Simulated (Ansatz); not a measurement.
The input, for Ansatz 0.2.0:

```yaml
crystal:
  periodic: [false, false, false]
  atoms:
    - {symbol: Al, position_ang: [0.000000, 0.000000, 1.150006]}
    - {symbol: Al, position_ang: [0.000000, 0.000000, -1.150006]}
    - {symbol: H, position_ang: [0.000000, 0.000000, 2.724549]}
    - {symbol: H, position_ang: [0.000000, 0.000000, -2.724549]}
basis:
  gaussian: {orbitals: cc-pVDZ}
magnetization: {spin_polarized: false, initial_magnetization: 2}
correlation: {method: sc_nevpt2, electrons: outside_noble_gas, active_space: {window: {electrons: 4, orbitals: 4}}}
```

```sh
$ ansatz run in.yaml --threads 1 --pin off --events-out ev --progress --plain --max-ram 2393MiB
```

The program prints:

```
448 factors; integrals over basis functions are off by at most 1.0e-3 eV
mean field evaluation 1: about -13194.4702 eV, gradient 9.1e0 eV
mean field evaluation 2: about -13194.4728 eV, gradient 9.1e0 eV
mean field evaluation 4: about -13195.2828 eV, gradient 5.1e-1 eV
mean field evaluation 8: about -13195.2851 eV, gradient 4.6e-5 eV
mean field -13195.28510693 eV, -484.9177835942 hartree, gradient 1.2e-6 eV, S^2 2.000000; 0 other end points of the search recorded, 0 dependent functions left out
reference -13195.28510693 eV, -484.9177835942 hartree; 15, 13 occupied and 31, 33 virtual orbitals, 448 factors
state -13195.69945597 eV, -484.9330106405 hartree
state -13195.69945597 eV, -484.9330106405 hartree; corrected -13198.11716775 eV, -485.0218599099 hartree
state -13195.47772058 eV, -484.9248620154 hartree
state -13195.47772058 eV, -484.9248620154 hartree; corrected -13198.04342086 eV, -485.0191497615 hartree
state -13195.69945597 eV, -484.9330106405 hartree; corrected -13198.11716775 eV, -485.0218599099 hartree
Total energy: -13198.11716775 eV, -485.0218599099 hartree
```

Natural occupations: 1.9721 1.0000 1.0000 0.0279.

Ran on 1 thread of AMD EPYC 7R43, shared host: 5.5 s wall, 0.1 GiB peak host memory.
